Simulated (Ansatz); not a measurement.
α-N2

Calculation: r²SCAN-D4 in Ansatz (plane waves, PAW).

Run with plane-wave cutoff 500 eV, 6×6×6 k mesh, gaussian smearing 0.02 eV, scalar-relativistic PAW data made under PBE.

Cell (relaxed at this level):

```cif
data_N8
_chemical_formula_sum 'N8'
_space_group_name_H-M_alt 'P 1'
_space_group_IT_number 1
_cell_length_a 5.58742
_cell_length_b 5.58742
_cell_length_c 5.58742
_cell_angle_alpha 90.000
_cell_angle_beta 90.000
_cell_angle_gamma 90.000
loop_
_space_group_symop_operation_xyz
  'x, y, z'
loop_
_atom_site_label
_atom_site_type_symbol
_atom_site_fract_x
_atom_site_fract_y
_atom_site_fract_z
_atom_site_occupancy
N1 N 0.94354 0.55646 0.44354 1
N2 N 0.44354 0.94354 0.55646 1
N3 N 0.94354 0.94354 0.94354 1
N4 N 0.05646 0.05646 0.05646 1
N5 N 0.55646 0.44354 0.94354 1
N6 N 0.55646 0.05646 0.44354 1
N7 N 0.44354 0.55646 0.05646 1
N8 N 0.05646 0.44354 0.55646 1
```

```yaml
band_gap: 8.12 eV (on the SCF k mesh)
```

Static lattice: no zero-point or thermal effects.

Ansatz is an electronic-structure program.
